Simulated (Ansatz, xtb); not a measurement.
Species: CHO₂, net charge 0, doublet state. It need not be the lowest isomer of its formula. SMILES: O=[C]O
Geometry from a B3LYP-D3(BJ)/def2-TZVP (Ansatz, a program for electronic structure) optimisation:
```
C
O 1 1.1815
O 1 1.3236 2 130.78
H 3 0.9792 1 109.74 2 0.00
```
Charge 0, spin multiplicity 2.

Harmonic wavenumbers from GFN2-xTB (xtb, at its own minimum), cm⁻¹: 527, 650, 1095, 1252, 1882, 3060.

Task: Give the harmonic wavenumbers at B3LYP-D3(BJ)/def2-TZVP (Ansatz, finite differences of forces, unscaled).

Result: 594, 599, 1071, 1294, 1865, 3552 cm⁻¹. Zero-point energy 12.8 kcal/mol.

Task: From these and the geometry, give the ideal-gas thermochemistry at 298.15 K and 1 atm (rigid rotor, harmonic oscillator).

Result: Point group Cs, rotational symmetry number 1. Rotational constants 143.1, 11.8, 10.9 GHz. S(trans) 37.34, S(rot) 20.40, S(vib) 1.01, S(elec, spin only) 1.38, S 60.1 cal/(mol K). H(298) - H(0) 2.60 kcal/mol; G - E(el) -2.5 kcal/mol.
